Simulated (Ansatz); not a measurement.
# CH3BSi (SMILES BC#[SiH]): single points off equilibrium

How do the functionals fare away from a minimum? The structure is a structure displaced at random from a GFN2-xTB minimum.

Program: Ansatz 0.2.0, Gaussian basis. Level of theory: single points in def2-TZVPP. These are calculated values, not measurements.

Correlated methods freeze the cores.

### Step 1. Where the work starts

SMILES `BC#[SiH]`, 6 atoms, charge 0, spin multiplicity 1.

Atoms are counted from 1 here; the program's logs count them from 0.

Bond lengths: B1–C2 1.496 Å, B1–H4 1.046 Å, B1–H5 1.138 Å, C2–Si3 1.777 Å, Si3–H6 1.527 Å. Angles: C2–B1–H4 124.0°, C2–B1–H5 108.0°, H4–B1–H5 127.9°, B1–C2–Si3 153.0°, C2–Si3–H6 158.9°.

Coordinates:

```csv
atom,x (Å),y (Å),z (Å)
B1,-0.5253,-0.2831,-1.3113
C2,-0.0658,-0.3367,0.1111
Si3,0.6515,0.3771,1.5721
H4,-1.2328,-0.9343,-1.7231
H5,-0.0051,0.5941,-1.8168
H6,1.0075,0.5455,3.0471
```

### Step 2. CCSD(T)/def2-TZVPP

Contents of run/in.yaml:

```yaml
crystal:
  periodic: [false, false, false]
  atoms:
    - {symbol: B, position_ang: [-0.525300, -0.283100, -1.311300]}
    - {symbol: C, position_ang: [-0.065800, -0.336700, 0.111100]}
    - {symbol: Si, position_ang: [0.651500, 0.377100, 1.572100]}
    - {symbol: H, position_ang: [-1.232800, -0.934300, -1.723100]}
    - {symbol: H, position_ang: [-0.005100, 0.594100, -1.816800]}
    - {symbol: H, position_ang: [1.007500, 0.545500, 3.047100]}
basis:
  gaussian: {orbitals: def2-TZVPP}
correlation: {method: ccsd_t}
output: {forces: true}
```

No record of the launch command was kept for these runs.

### Step 3. PBE0-D4/def2-TZVPP

Changes to run/in.yaml since step 2:

```diff
@@ -11,3 +11,3 @@
   gaussian: {orbitals: def2-TZVPP}
-correlation: {method: ccsd_t}
-output: {forces: true}
+hamiltonian: {xc: pbe0, dispersion: d4}
+output: {forces: true, orbitals: {seedname: orbitals}}
```

### Step 4. wB97M-V/def2-TZVPP

Changes to run/in.yaml since step 3:

```diff
@@ -11,3 +11,3 @@
   gaussian: {orbitals: def2-TZVPP}
-hamiltonian: {xc: pbe0, dispersion: d4}
-output: {forces: true, orbitals: {seedname: orbitals}}
+hamiltonian: {xc: {name: wB97M-V}}
+output: {forces: true}
```

### Step 5. r2SCAN-D4/def2-TZVPP

Changes to run/in.yaml since step 4:

```diff
@@ -11,3 +11,3 @@
   gaussian: {orbitals: def2-TZVPP}
-hamiltonian: {xc: {name: wB97M-V}}
+hamiltonian: {xc: r2scan, dispersion: d4}
 output: {forces: true}
```

### Step 6. PBE-D4/def2-TZVPP

Changes to run/in.yaml since step 5:

```diff
@@ -11,3 +11,3 @@
   gaussian: {orbitals: def2-TZVPP}
-hamiltonian: {xc: r2scan, dispersion: d4}
+hamiltonian: {xc: pbe, dispersion: d4}
 output: {forces: true}
```

### Step 7. LC-wPBE/def2-TZVPP

Changes to run/in.yaml since step 6:

```diff
@@ -11,3 +11,3 @@
   gaussian: {orbitals: def2-TZVPP}
-hamiltonian: {xc: pbe, dispersion: d4}
+hamiltonian: {xc: {name: LC-wPBE}}
 output: {forces: true}
```

### Step 8. HSE06-D4/def2-TZVPP

Changes to run/in.yaml since step 7:

```diff
@@ -11,3 +11,3 @@
   gaussian: {orbitals: def2-TZVPP}
-hamiltonian: {xc: {name: LC-wPBE}}
+hamiltonian: {xc: hse06, dispersion: d4}
 output: {forces: true}
```

(Steps that only read results are left out.)

Q: Predict the outcome of this session. Wanted: energy less free atoms, CCSD(T)/def2-TZVPP; RMS force component; RMS force error; HOMO and LUMO, PBE0-D4; T1 diagnostic.

**Answer**, as computed:

| quantity | value |
| --- | --- |
| energy less free atoms, CCSD(T)/def2-TZVPP | -431.9 kcal/mol |
| RMS force component | 2.112 to 2.356 eV/Å over the methods |
| RMS force error | PBE0-D4 0.290, wB97M-V 0.282, r2SCAN-D4 0.262, PBE-D4 0.297, LC-wPBE 0.448, HSE06-D4 0.286 eV/Å |
| HOMO and LUMO, PBE0-D4 | -6.42 and -2.75 eV |
| T1 diagnostic | 0.049 |

Against CCSD(T) the functionals' energies less atoms differ by -26.7 to +4.1 kcal/mol, PBE-D4 by -26.7 kcal/mol. CCSD(T) in triple zeta still lacks some correlation energy of the bonds, so part of these gaps is its own basis error and they don't rank the functionals. The forces of r2SCAN-D4 come nearest to CCSD(T), those of LC-wPBE are farthest. Frozen-core CCSD(T) forces in triple zeta carry basis errors of their own, and this is one geometry, so small gaps rank nothing. The T1 diagnostic is large here, over the usual mark for main-group molecules (transition-metal compounds often pass it harmlessly), so CCSD(T) itself may be off. The restricted Hartree–Fock reference is unstable towards an unrestricted one at one or more of these structures.
